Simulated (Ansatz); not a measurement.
One change: `S[Si]Cl` becomes `C[Si]S`.

Ansatz, PBE0-D4/def2-TZVP geometries, multiplicity 1. Each molecule was computed in one conformer, which needn't be the lowest.

| property | `S[Si]Cl` |
| --- | --- |
| LUMO energy (ωB97M-V/def2-TZVPP) / eV | -0.50 |
| HOMO energy (B3LYP/def2-TZVPP) / eV | -7.04 |
| HOMO energy (ωB97M-V/def2-TZVPP) / eV | -9.25 |
| HOMO energy (PBE0/def2-TZVPP) / eV | -7.24 |
| HOMO–LUMO gap (PBE0/def2-TZVPP) / eV | 4.75 |
| size of the dipole moment (ωB97M-V/def2-TZVPP) / D | 1.76 |

Q: Give the same properties after the change, and the shifts. (Estimate.)

A: Ansatz gave: 
```
                                          property  `C[Si]S`  shift
             LUMO energy (ωB97M-V/def2-TZVPP) / eV     -0.10   0.40
               HOMO energy (B3LYP/def2-TZVPP) / eV     -6.28   0.76
             HOMO energy (ωB97M-V/def2-TZVPP) / eV     -8.51   0.74
                HOMO energy (PBE0/def2-TZVPP) / eV     -6.46   0.78
              HOMO–LUMO gap (PBE0/def2-TZVPP) / eV      4.40  -0.35
size of the dipole moment (ωB97M-V/def2-TZVPP) / D      0.50  -1.26
```

With PBE0 the HOMO rises by 0.78 eV and the LUMO rises by 0.43 eV, so the gap narrows by about 0.35 eV. PBE moves the HOMO by 0.75 eV and ωB97M-V by 0.74 eV. The zero-point energy changes by 90.3 kJ/mol with +9 modes. Dipoles are sizes alone; their direction can turn.

B3LYP here is the variant with VWN-RPA as its local correlation; programs differ in this.
